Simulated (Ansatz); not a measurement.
System: fcc Au. Method: HSE06 in Ansatz (plane waves, PAW).

Numerical settings: plane-wave cutoff 500 eV, 12×12×1 k mesh (along the axes of the cell as run), Fermi–Dirac smearing 0.1 eV, scalar-relativistic PAW data made under PBE.

The cell is the one relaxed with r²SCAN.

Q: Predict the surface energy of the (111) face and work function of the (111) face.

A: 
surface energy of the (111) face: 0.84 J/m²
work function of the (111) face: 5.11 eV

Note: exact exchange on metals is sensitive to the k mesh and can open a false gap.

The slab of 6 atoms is relaxed and unreconstructed.

Spin–orbit coupling is not included; it can shift volumes and moduli of such heavy elements.

Static lattice: no zero-point or thermal effects.

Cost on a shared machine: around 10 core-minutes (rough).

Ansatz is a first-principles code.
